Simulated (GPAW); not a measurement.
**C2H2O (oxirene): revPBE/real-space grid (scalar-relativistic datasets)**

We compute the charge distribution of C2H2O (oxirene). 

The results are computed with GPAW 26.7.0.

2 further runs of the same task are left out: 1 that didn't finish, 1 set aside as unsound or not needed. Runs told in other sessions of the task aren't counted.

## Step 1: Starting point

C2H2O has 5 atoms, charge 0, and is taken as a singlet. SMILES: `C1=CO1`. Geometry: relaxed at GFN2-xTB.

Bond lengths: C1–C2 1.271 Å, C1–O3 1.465 Å, C2–O3 1.465 Å, C1–H4 1.055 Å, C2–H5 1.055 Å. Angles: C1–C2–O3 64.3°, C2–C1–O3 64.3°, C1–O3–C2 51.4°, C1–C2–H5 163.8°, O3–C2–H5 131.9°, C2–C1–H4 163.9°, O3–C1–H4 131.8°.

## Step 2: The charge distribution at revPBE/real-space grid (scalar-relativistic datasets)

Contents of C2H2O.xyz:

```xyz
5

C     -0.559110    -0.173040    -0.288060
C      0.461410     0.426100     0.176630
O      0.390690    -1.011880     0.447040
H     -1.470430    -0.398190    -0.769700
H      1.177450     1.156990     0.434080
```

Contents of sp.py:

```python
import numpy as np
from ase.io import read
from ase.units import Debye
from gpaw import GPAW

mol = read('C2H2O.xyz')
mol.center(vacuum=4.5)

calc = GPAW(mode='fd', h=0.18, xc='revPBE', maxiter=100, symmetry='off', txt='-')
mol.calc = calc

energy = mol.get_potential_energy()
print(f'Energy                  {energy:.5f} eV')
forces = mol.get_forces()
print('Forces (eV/Ang)')
for symbol, f in zip(mol.symbols, forces):
    print(f'{symbol:2} {f[0]:9.4f} {f[1]:9.4f} {f[2]:9.4f}')
dipole = mol.get_dipole_moment() / Debye
print(f'Dipole: {np.linalg.norm(dipole):.3f} D')
homo, lumo = calc.get_homo_lumo()
print(f'HOMO = {homo:.3f} eV')
print(f'LUMO: {lumo:.3f} eV')
print(f'Gap                     {lumo - homo:.3f} eV')
```

Run with:

```console
$ python3 sp.py
```

What values should one expect? Wanted: energy as printed; dipole moment; HOMO energy; LUMO energy; HOMO–LUMO gap; largest force on an atom.

**Answer.** As computed:

Level: revPBE/real-space grid (scalar-relativistic datasets).

| quantity | value |
| --- | --- |
| energy as printed (from the program's reference atoms) | -27.0999 eV |
| dipole moment | 2.08 D |
| HOMO energy | -4.33 eV |
| LUMO energy | -1.61 eV |
| HOMO–LUMO gap | 2.71 eV |
| largest force on an atom | 1.910 eV/Å |

The largest force is 1.91 eV/Å: the shape isn't a stationary point for this species at this level.
